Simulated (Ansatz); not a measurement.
Pulling the pair apart

The pair of NH₃ (SMILES N, atoms 1–4) and N₂ (SMILES N#N, atoms 5–6), both closed shells, in one local arrangement (a lower one may exist), relaxed at PBE0-D4/def2-TZVP:

| atom | x (Å) | y (Å) | z (Å) |
| --- | --- | --- | --- |
| N1 | 0.0863 | 0.2534 | -1.0435 |
| H2 | -0.1719 | -0.6608 | -0.6925 |
| H3 | -0.6798 | 0.5777 | -1.6209 |
| H4 | 0.8840 | 0.1238 | -1.6535 |
| N5 | -0.1838 | -0.5715 | 2.1876 |
| N6 | 0.0652 | 0.2774 | 2.8230 |

N₂ is shifted rigidly along the line between the mean atom positions of the two fragments (negative: closer). Counterpoise interaction energies in kJ/mol. Computed with Ansatz 0.2.0 (basis: def2-TZVPPD); correlated methods freeze the cores.

```csv
shift (Å),HF,PBE-D4,r2SCAN-D4
-0.33,5.1,-1.9,-0.9
-0.17,2.2,-3.2,-2.3
0.00,0.7,-3.6,-2.7
0.17,-0.1,-3.5,-2.7
0.40,-0.5,-3.0,-2.3
0.84,-0.6,-2.0,-1.5
1.67,-0.3,-0.7,-0.6
3.35,-0.1,-0.1,-0.1
```

**Question.** What does CCSD(T) give at these shifts? (Judge from chemistry; the value comes from the calculation.)

**Answer.** Computed: -0.4, -2.0, -2.5, -2.6, -2.3, -1.5, -0.6, -0.2 kJ/mol. For zero shift, CCSD(T) at an estimated basis limit (MP2 extrapolated from triple and quadruple zeta, plus CCSD(T) − MP2 in triple zeta) gives -2.8 kJ/mol. These are counterpoise interaction energies, counted from the two frozen fragments.

T1 diagnostic: at most 0.012.

For scale, one of the runs: CCSD(T)/def2-TZVPPD, 162 basis functions, launched by `ansatz run in.yaml --threads 2 --pin off --events-out ev --progress --plain --max-ram 5222MiB`. Hardware: 2 CPU threads of an Intel Xeon Platinum 8488C, shared host. Wall time 35 s; peak host memory 1.3 GiB.
